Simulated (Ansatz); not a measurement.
**C₂HClF₂: how energies converge with the basis set**

An exercise on one series of results from a longer session: the logs are not shown, and one member is left open.

Program: Ansatz 0.2.0, Gaussian basis. Level of theory: one geometry, several basis sets. These are calculated values, not measurements.

Plan: PBE0-D4/def2-SVP; ωB97M-V/def2-SVP; PBE0-D4/def2-QZVPP; ωB97M-V/def2-QZVPP; the functionals' def2-TZVPP values are taken from earlier runs.

## The relaxed structure

All runs share one geometry, relaxed beforehand with PBE0-D4 in a triple-zeta def2 set.

SMILES `F/C=C(\F)Cl`, 6 atoms, charge 0, spin multiplicity 1.

Atoms are counted from 1 here; the program's logs count them from 0.

Bond lengths: F1–C2 1.329 Å, C2–C3 1.324 Å, C2–H6 1.080 Å, C3–F4 1.320 Å, C3–Cl5 1.701 Å. Angles: F1–C2–C3 120.9°, F1–C2–H6 115.7°, C3–C2–H6 123.4°, C2–C3–F4 122.6°, C2–C3–Cl5 123.0°, F4–C3–Cl5 114.4°.

Set-up of the first run:

in.yaml reads:

```yaml
crystal:
  periodic: [false, false, false]
  atoms:
    - {symbol: F, position_ang: [0.146637, -1.084803, 1.451864]}
    - {symbol: C, position_ang: [-0.051317, 0.001550, 0.711592]}
    - {symbol: C, position_ang: [0.060928, -0.043537, -0.606515]}
    - {symbol: F, position_ang: [0.370744, -1.149680, -1.255847]}
    - {symbol: Cl, position_ang: [-0.180805, 1.313387, -1.603326]}
    - {symbol: H, position_ang: [-0.304085, 0.899284, 1.256030]}
basis:
  gaussian: {orbitals: def2-SVP}
hamiltonian: {xc: pbe0, dispersion: d4}
output: {orbitals: {seedname: orbitals}}
```

Steps of the session up to this table: PBE0-D4 in def2-SVP; ωB97M-V in def2-SVP; PBE0-D4 in def2-QZVPP; ωB97M-V in def2-QZVPP.

One of the session's tables, all rows but one given; the rest of the session is left out.

It belongs to the step «Functionals by basis». 

| functional | basis | HOMO (eV) | LUMO (eV) |
| --- | --- | --- | --- |
| PBE0-D4 | def2-SVP | -7.34 | 0.26 |
| PBE0-D4 | def2-TZVPP | -7.46 | 0.02 |
| PBE0-D4 | def2-QZVPP | -7.51 | -0.09 |
| ωB97M-V | def2-SVP | -9.52 | 2.57 |
| ωB97M-V | def2-TZVPP | ? | ? |
| ωB97M-V | def2-QZVPP | -9.73 | 2.04 |

Estimate the missing values for ωB97M-V, def2-TZVPP.

The run gave: HOMO (eV): -9.68; LUMO (eV): 2.23. In the column «HOMO (eV)» it lies between ωB97M-V, def2-QZVPP (-9.73) and ωB97M-V, def2-SVP (-9.52).
